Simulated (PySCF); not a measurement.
# Spin–spin coupling constants

Bonds (- single, = double, # triple, : aromatic): C1-C2 1.493 Å, C2=C3 1.338 Å, C3-C4 1.490 Å, C4-F5 1.377 Å. C1 carries H6, H7, H8; C2 carries H9; C3 carries H10; C4 carries H11, H12. Stereochemistry as in C/C=C\CF.

Indirect spin–spin couplings were computed at B3LYP/pcJ-1 (spin–dipole term only in couplings to heteroatoms) (PySCF) on a PBE0-D3(BJ)/def2-SVP structure, for the isolated molecule, without vibrational or relativistic corrections. Couplings are averaged over pairs made equivalent by symmetry, fast rotation or ring inversion, so a value needn't be that of the named pair in this geometry, while other rotamers aren't included; one pair stands for each set, and the list holds a selection of those of at least 1.5 Hz over up to four bonds. One-bond C–F couplings come out tens of Hz too large with common functionals.

Isotopes: $^{13}$C, $^{19}$F, $^{1}$H.

```
    pair  bonds  J (Hz)
  C1, C2      1    46.2
  C1, H6      1   133.0
  C2, C3      1       ?
  C2, H9      1   161.3
  C3, C4      1    52.2
 C3, H10      1       ?
  C4, F5      1  -229.0
 C4, H11      1       ?
  C1, H9      2     5.1
  C2, C4      2     3.2
  C2, H6      2       ?
  C3, F5      2    19.7
  H6, H7      2   -16.5
H11, H12      2   -13.5
  C1, C4      3     5.1
 C1, H10      3    10.0
  C2, F5      3     9.8
 C2, H11      3     5.4
  C3, H6      3     6.7
  C4, H9      3    10.9
 F5, H10      3       ?
  H6, H9      3     8.4
 H9, H10      3       ?
  C1, F5      4       ?
 H6, H10      4    -2.5
 H9, H11      4       ?
```

Question: Estimate the withheld couplings, with signs.

Answer: 
- $^{1}J$(C2,C3) = 77.8 Hz (bond length 1.338 Å)
- $^{1}J$(C3,H10) = 164.8 Hz (bond length 1.096 Å, sp2 carbon)
- $^{1}J$(C4,H11) = 152.2 Hz (bond length 1.106 Å, sp3 carbon)
- $^{2}J$(C2,H6) = -6.5 Hz (mean over equivalent pairs that range from -7.9 to -4.2 Hz in this conformer)
- $^{3}J$(F5,H10) = 13.6 Hz (dihedral angle 47°)
- $^{3}J$(H9,H10) = 13.0 Hz (dihedral angle 0°)
- $^{4}J$(C1,F5) = -2.8 Hz
- $^{4}J$(H9,H11) = -2.3 Hz
